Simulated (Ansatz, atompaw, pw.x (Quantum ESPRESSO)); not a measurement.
# Ta (Z = 73): does the PAW (atompaw) potential hold in the solid?

* Element: Ta (Z = 73)
* Generator: atompaw 4.2.0.5
* Type: PAW
* Functional: LDA (PW92)
* Relativity: scalar-relativistic
* Frozen core: [Kr] 4d10 4f14
* Valence charge: 13
* Reference configuration: 5s2 5p6 5d3 6s1.5 6p0.5
* Partial waves: 5s (bound): rc 1.30 bohr; 6s (bound): rc 2.80 bohr; 5p (bound): rc 1.40 bohr; 6p (bound): rc 2.80 bohr; 5d (bound): rc 2.80 bohr; 5d channel at 0.25 Ry: rc 2.80 bohr; 5f channel at 0.3 Ry: rc 2.80 bohr
* Local potential: bessel scheme, radius 2.74 bohr
* Core correction: smooth core density matched at 1.60 bohr
* Augmentation charge: besselshape compensation charge, radius 2.10 bohr; PAW radius 2.80 bohr; waves and projectors: custom rrkj vanderbiltortho

Atomic tests: cutoffs needed: 40 Ry and 80 Ry (the cutoffs (Ry, on a coarse ladder) from which the occupation-weighted sum of valence levels, in a spherical-Bessel basis at the reference potential, stays within 10 and 1 mRy of its value at 400 Ry); ghost test: no extra level below or beside the all-electron valence levels (s, p, d, f tested) (spherical-Bessel basis up to 400 Ry, 20 bohr box); lowest eigenvalue of the overlap operator: 0.39 (s channel).

Crystal test: bcc Ta in pw.x 7.5, no spin, 14³ k-points, Fermi–Dirac smearing 0.01 Ry, cutoffs 100/900 Ry. The reference is all-electron LAPW (Ansatz 0.2.0) with the same functional, mesh and smearing; V0 and B0 come from Birch–Murnaghan fits to the pressures at five volumes. Errors are pseudo minus all-electron; Δ is the rms difference of the E(V) curves that follow from these fits, minima aligned, over ±6 % about the mean V0. Mesh and smearing are coarse, so the numbers serve the comparison and aren't converged zero-temperature values; the lattice is a test structure that the element need not adopt.

| V (Å³/atom) | P all-electron (GPa) | P pseudo (GPa) |
| --- | --- | --- |
| 16.272 | 13.97 | 14.38 |
| 16.700 | 7.30 | 7.53 |
| 17.128 | 1.38 | 1.48 |
| 17.556 | -3.88 | -3.90 |
| 17.984 | -8.54 | -8.65 |

All-electron: a0 = 3.255 Å (V0 = 17.24 Å³/atom), B0 = 217.7 GPa.

Pseudopotential: mean pressure error (GPa): +0.12; a0 (Å): 3.255; a0 error (%): +0.01; B0 error (%): +2.1; Δ (meV/atom): 0.5. The largest radius (2.80 bohr) exceeds half the bond length (2.66 bohr), so the spheres overlap, which is one possible source of error among others.

Problem. At the middle volume, how do free energy and pressure move when the wave cutoff is lowered (ecutrho held at 900 Ry)?

Solution.

```tsv
cutoff (Ry)	shift of F (meV/atom)	shift of P (GPa)
45	+27.7	-0.73
```

The run at the middle volume (104 k-points, 7 iterations) took about 37 s on one core of a shared host (AMD EPYC 7R43 64-Core Processor, 256 threads, 1004 GiB, load 33).
